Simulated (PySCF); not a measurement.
## Li₂⁻: from constants to spectrum

ROHF-CCSD(T) constants of Li₂⁻, doublet, unpaired electrons σ ↑ (basis Li aug-cc-pVDZ-DK; spin-free X2C with a Gaussian nucleus; PySCF 2.14; masses 7.0160 and 7.0160 u):

| Quantity | Value |
| --- | --- |
| ωe | 228.8 cm⁻¹ |
| ωexe | 2.62 cm⁻¹ |
| Be | 0.50964 cm⁻¹ |
| αe | 0.00823 cm⁻¹ |
| D (centrifugal) | 1.01e-05 cm⁻¹ |
| De to Li + Li⁻ | 0.81 eV |

**Question.** Give the vibrational terms G(v) and spacings up to v = 6.

**Answer.** G(v) = ωe(v+½) − ωexe(v+½)².

```csv
v,G(v) (cm⁻¹),G(v) − G(v−1),Bv (cm⁻¹)
0,114,,0.5055
1,337,224,0.4973
2,556,218,0.4891
3,769,213,0.4808
4,977,208,0.4726
5,1179,203,0.4644
6,1377,197,0.4561
```

**Question.** How well does the Morse estimate ωe²/(4ωexe) reproduce De, and what is D0?

**Answer.** It gives 0.62 eV, 76 % of the computed De. D0 = De − G(0) = 0.81 − 0.01 = 0.80 eV.

Correlated steps freeze no core orbitals. Correlated levels converge slowly with the basis: in double zeta they bind strong bonds too weakly, by up to about 1 eV, and carry superposition errors of some tenths. The CCSD T1 diagnostic is raised, a sign that a single reference may not be enough here. The state was picked by a PBE0 search and need not be the measured ground state.
